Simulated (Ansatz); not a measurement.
# C2H7B: a dynamics run in two tries

The task is a short trajectory. SMILES of the start: CBC.

Method: RKS PBE-D4/def2-SVP, in Ansatz 0.2.0.

**1. The starting structure**

Bond lengths: B1–C2 1.561 Å, C2–H3 1.127 Å, C2–H4 1.130 Å, C2–H5 1.154 Å, B1–C6 1.576 Å, C6–H7 1.113 Å, C6–H8 1.107 Å, C6–H9 1.120 Å, B1–H10 1.224 Å. Angles (14 of 15 angles, heavy atoms first): C2–B1–C6 121.8°, B1–C2–H3 106.6°, B1–C2–H4 118.0°, B1–C2–H5 113.3°, C2–B1–H10 119.4°, C6–B1–H10 118.7°, B1–C6–H7 105.5°, B1–C6–H8 125.0°, B1–C6–H9 108.9°, H3–C2–H4 112.1°, H3–C2–H5 99.8°, H4–C2–H5 105.7°, H7–C6–H8 105.8°, H7–C6–H9 98.1°.

Structure file:

```xyz
10

B     0.0320    0.0641    0.0267
C     0.0257   -0.0360    1.5845
H    -0.9525   -0.5169    1.8718
H     0.9072   -0.5329    2.0873
H    -0.0962    0.9859    2.1076
C     1.3686   -0.0030   -0.8055
H     1.7058   -1.0615   -0.7400
H     1.4679    0.2787   -1.8717
H     2.1928    0.4634   -0.2078
H    -1.0279    0.1916   -0.5725
```

**2. First attempt**

input.yaml reads:

```yaml
crystal:
  periodic: [false, false, false]
  atoms:
    - { symbol: B, position_ang: [0.032019, 0.064138, 0.026662] }
    - { symbol: C, position_ang: [0.025741, -0.035953, 1.584459] }
    - { symbol: H, position_ang: [-0.952523, -0.516876, 1.871824] }
    - { symbol: H, position_ang: [0.907171, -0.5329, 2.087344] }
    - { symbol: H, position_ang: [-0.096182, 0.985854, 2.107643] }
    - { symbol: C, position_ang: [1.368637, -0.002956, -0.805468] }
    - { symbol: H, position_ang: [1.705823, -1.061474, -0.739983] }
    - { symbol: H, position_ang: [1.467854, 0.278714, -1.871745] }
    - { symbol: H, position_ang: [2.192754, 0.463414, -0.207847] }
    - { symbol: H, position_ang: [-1.027882, 0.191579, -0.572484] }
basis:
  gaussian: { orbitals: def2-SVP }
hamiltonian:
  xc: pbe
  dispersion: d4
md:
  timestep: 0.5
  n_steps: 25
  ensemble: nve
  temperature: 200.0
  initial_velocities: maxwell_boltzmann
  seed: 475620
  temperature_schedule: [{ n_steps: 10, end_temperature: 100.0 }]
```

The run is started by

```console
> ansatz run input.yaml --threads 1 --pin off --max-ram 2048MiB --backend cpu --events-out ev --progress --plain --runs-dir out
```

Before running it: what results should come out? Wanted: first try.

The runs gave:

| quantity | value |
| --- | --- |
| first try | refused |
| cause | a temperature schedule needs a thermostat, and a run at constant energy has none |

In words: The fault in the first input was caught at the input check and cost nothing.
